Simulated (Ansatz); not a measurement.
# NaB+ (doublet): geometry optimisation

Where does this start of NaB+ (doublet) end when it is relaxed?

Program: Ansatz 0.2.0, Gaussian basis. Level of theory: UKS PBE0/def2-TZVP. These are calculated values, not measurements.

## (1) The starting structure

2 atoms, charge 1, spin multiplicity 2.

Atoms are counted from 1 here; the program's logs count them from 0.

Bond lengths: B1–Na2 2.269 Å.

Geometry (Å):

```xyz
2
charge 1, multiplicity 2
B     0.0000    0.0000    0.0000
Na    0.0000    0.0000    2.2692
```

The start is set by covalent radii. Sticks and bond lists go by distance. 

## (2) The run

The input, in.yaml:

```yaml
crystal:
  periodic: [false, false, false]
  atoms:
    - {symbol: B, position_ang: [0.000000, 0.000000, 0.000000]}
    - {symbol: Na, position_ang: [0.000000, 0.000000, 2.269200]}
basis:
  gaussian: {orbitals: def2-TZVP}
total_charge: 1
magnetization: {spin_polarized: true, initial_magnetization: 1}
hamiltonian: {xc: pbe0}
relax: {f_tol: 0.004, max_steps: 80}
```

Run with:

```console
$ ansatz run in.yaml --threads 1 --pin off --events-out ev --progress --plain --max-ram 2176MiB
```

Before running it: what results should come out? Wanted: energy gained; shift from the start; total energy; ⟨S²⟩.

As calculated:

| quantity | value |
| --- | --- |
| steps | 6 |
| energy gained | 0.415 eV |
| shift from the start (rms) | 0.296 Å |
| total energy | -5078.2391 eV |
| ⟨S²⟩ | 0.754 |

What this shows: The bonds of the start are those of the end. B1–Na2 went from 2.269 to 2.860 Å. No vibrations were run, so this is a stationary point, not a proven minimum, and this spin need not be the ground state's.
